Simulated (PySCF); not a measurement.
TDDFT excited states: C3H7NO

Species: C3H7NO.
Numbering: `[H]/[N:5]=[C:3](\[O:2][CH3:1])[CH3:4]` (hydrogens: H6, H7, H8 on C1; H9, H10, H11 on C4; H12 on N5)

Cartesian coordinates in Å at the PBE0-D3(BJ)/def2-SVP level; atoms count from 1:
```xyz
12
C3H7NO angstrom
C     -1.7005   -0.3178   -0.0636
O     -0.3412   -0.6496   -0.1564
C      0.5628    0.3604   -0.1567
C      1.9489   -0.1910   -0.2413
N      0.3289    1.6036   -0.0922
H     -2.2577   -1.2625   -0.0571
H     -1.9240    0.2351    0.8658
H     -2.0335    0.2872   -0.9253
H      2.0514   -0.8179   -1.1395
H      2.1514   -0.8335    0.6288
H      2.6705    0.6320   -0.2730
H     -0.6696    1.8111   -0.0383
```

Computed, not measured: TDDFT wB97X-D/def2-SVPD, vertical, gas phase, core orbitals frozen in the response in PySCF 2.14.0, density-fitted response routines.

```json
{"state": "S1", "λ (nm)": "187.5", "E (eV)": "6.61", "f": "0.0061", "|μ| (D)": "0.49", "symmetry": "A″", "main configurations (H = HOMO, L = LUMO)": "H-1→L+1 (97%)"}
{"state": "S2", "λ (nm)": "159.8", "E (eV)": "7.76", "f": "0.028", "|μ| (D)": "0.98", "symmetry": "A″", "main configurations (H = HOMO, L = LUMO)": "H→L (86%)"}
{"state": "S3", "λ (nm)": "156.8", "E (eV)": "7.91", "f": "0.028", "|μ| (D)": "0.96", "symmetry": "A′", "main configurations (H = HOMO, L = LUMO)": "H-1→L (76%), H-1→L+4 (9%)"}
{"state": "S4", "λ (nm)": "156.1", "E (eV)": "7.94", "f": "0.199", "|μ| (D)": "2.57", "symmetry": "A′", "main configurations (H = HOMO, L = LUMO)": "H→L+1 (88%)"}
{"state": "S5", "λ (nm)": "143.8", "E (eV)": "8.62", "f": "0.0067", "|μ| (D)": "0.45", "symmetry": "A″", "main configurations (H = HOMO, L = LUMO)": "H→L+2 (73%), H→L+3 (11%)"}
{"state": "S6", "λ (nm)": "141.1", "E (eV)": "8.79", "f": "0.015", "|μ| (D)": "0.67", "symmetry": "A′", "main configurations (H = HOMO, L = LUMO)": "H-1→L+2 (76%), H-1→L+3 (9%)"}
{"state": "S7", "λ (nm)": "134.3", "E (eV)": "9.23", "f": "0.0001", "|μ| (D)": "0.05", "symmetry": "–", "main configurations (H = HOMO, L = LUMO)": "H→L+3 (53%), H-2→L (21%)"}
{"state": "S8", "λ (nm)": "133.0", "E (eV)": "9.32", "f": "0.0022", "|μ| (D)": "0.25", "symmetry": "A″", "main configurations (H = HOMO, L = LUMO)": "H-3→L+1 (83%)"}
{"state": "S9", "λ (nm)": "130.8", "E (eV)": "9.48", "f": "0.0031", "|μ| (D)": "0.29", "symmetry": "A′", "main configurations (H = HOMO, L = LUMO)": "H-1→L+3 (31%), H-2→L+1 (18%), H-1→L+6 (12%)"}
{"state": "S10", "λ (nm)": "130.0", "E (eV)": "9.54", "f": "0.064", "|μ| (D)": "1.33", "symmetry": "A′", "main configurations (H = HOMO, L = LUMO)": "H→L+5 (80%)"}
```

Triplets (Tamm–Dancoff): T1 5.50 eV, H→L+1 (90%); T2 5.89 eV, H-1→L+1 (96%); T3 7.71 eV, H→L (85%); T4 7.77 eV, H-1→L (74%), H-1→L+3 (9%).

The lowest singlet lies at 6.61 eV (187 nm, vacuum ultraviolet) and is weak; its leading configuration is HOMO-1→LUMO+1 (97%). The strongest level in the table is S4 at 7.94 eV (156 nm, f = 0.199). Löwdin shares by element: HOMO (one of a set within 0.03 eV) nitrogen 40%, oxygen 29%, carbon 17% or more, hydrogen 4% or more; LUMO carbon 44% or more, hydrogen 20% or more (atoms not listed hold the other 36%). The oscillator strengths of these states sum to 0.352; summed over the whole spectrum of an exact calculation they would give the number of electrons, 40 (Thomas–Reiche–Kuhn). Orbital energies (eV): HOMO-3 -12.14, HOMO-2 -11.81, HOMO-1 -9.83, HOMO -9.82, LUMO 2.21, LUMO+1 2.52, LUMO+2 2.90. The listed states span 2.92 eV, and the widest gap between neighbours is 1.14 eV (S1 to S2). All these states lie below the vertical ionisation energy of 10.19 eV (ΔSCF). Symmetry labels in Cs follow from the direction of the transition dipole and are given only for states with f of 0.002 or more. The window holds the lowest 10 singlets.

One conformer stands for the species.
